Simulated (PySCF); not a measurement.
Compound: C₄H₄F₂.
Cartesian coordinates in Å at the PBE0-D3(BJ)/def2-SVP level; atoms count from 1:
```xyz
10
C4H4F2 angstrom
F     -1.832   -0.788    0.358
C     -0.743   -0.404   -0.341
F     -1.056   -0.537   -1.647
C      0.564   -1.018    0.086
C      1.069    0.175    0.429
C     -0.163    0.974    0.056
H      0.929   -2.047    0.099
H      2.034    0.484    0.839
H     -0.055    1.675   -0.787
H     -0.697    1.464    0.885
```

The closed-shell ground state was solved at several levels (PySCF, density fitting, gas phase, non-relativistic).

| level | basis functions | HOMO (eV) | LUMO (eV) | gap (eV) | dipole (D) |
| --- | --- | --- | --- | --- | --- |
| PBE0/def2-SVPD | 158 | -8.21 | -0.62 | 7.59 | 2.60 |
| PBE0/pcSseg-1 | 122 | -8.17 | -0.52 | 7.65 | 2.40 |
| B3LYP/pcJ-1 | 202 | -7.92 | -0.74 | 7.18 | 2.42 |

**Question.** Estimate the row for KT3/pcSseg-2, a basis of 272 functions; the other rows only guide the guess.

**Answer.** HOMO -7.01 eV, LUMO -1.59 eV, gap 5.42 eV, dipole 2.39 D.

**Question.** Over all these levels, which gives the widest orbital gap and which the narrowest?

**Answer.** PBE0/pcSseg-1 (global hybrid, 25 % exact exchange) has the widest, 7.65 eV, and KT3/pcSseg-2 (GGA) the narrowest, 5.42 eV. Functional and basis both differ between the two, so the spread mixes both effects.

**Question.** How far do the dipole and the HOMO energy spread over the levels?

**Answer.** The dipole runs from 2.39 to 2.60 D (mean 2.45 D) and the HOMO from -8.21 to -7.01 eV.
